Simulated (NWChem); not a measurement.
Li anion

All runs: NWChem. Pople sets run with spherical d functions. Medium grid unless said otherwise, to which SCAN and Minnesota functionals are sensitive. The highest occupied level is positive in some or all of these runs, so the extra electron may be held by the finite basis. Total energies of different functionals are on different scales.

```tsv
level	energy (Ha)	highest occupied level (eV)	orbital gap (eV)
B3LYP/6-31+G*	-7.5112	0.55	1.20
PBE/6-31+G*	-7.4784	0.84	0.76
RPBE/6-31+G*	-7.5107	0.86	0.75
r2SCAN0/6-31+G*	-7.4937	0.39	1.38
M06-2X/6-31+G*	-7.5009	-0.04	1.31
HCTH/407/6-31+G*	-7.5240	0.75	0.65
TPSS/6-31+G*	-7.5081	0.83	0.85
LDA (Slater exchange, PW92)/6-31+G*	-7.3615	0.77	0.74
SCAN/6-31+G*	-7.4943	0.77	0.88
N12/6-31+G*	-7.5362	1.08	0.84
```
